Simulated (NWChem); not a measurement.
**Ionisation of C₂H₅O**

```
C
O 1 1.3445
H 1 1.1344 2 108.27
H 1 1.1344 3 98.70 2 -112.61
C 1 1.5295 3 111.15 4 -116.77
H 5 1.1086 1 110.36 3 174.96
H 5 1.1086 6 107.72 1 -120.55
H 5 1.1093 6 108.38 7 -117.07
```
Charge 0, spin multiplicity 2.

Everything below was run with NWChem. The geometry was optimised at UPBE/def2-SVP, a minimum by its harmonic frequencies.

Basis set: def2-SVPD. −ε marks an orbital energy of the parent.

B3LYP has NWChem's definition, with VWN1-RPA local correlation. The structure started from a generated list of species. The unpaired electrons of the parent sit in orbitals of symmetry a" (Cs labels of the run); other states weren't searched. No SCF solution was tested for a lower state. Open-shell Hartree-Fock references start from PBE0 orbitals.

Q: For the first vertical ionisation energy, −ε(beta HOMO) of LDA (SVWN5) gives 5.96 eV and −ε(beta HOMO) of B3LYP gives 7.48 eV. What do −ε(beta HOMO) of HF, −ε(beta HOMO) of BLYP give?

A: −ε(beta HOMO) of HF: 11.96 eV; −ε(beta HOMO) of BLYP: 5.92 eV.
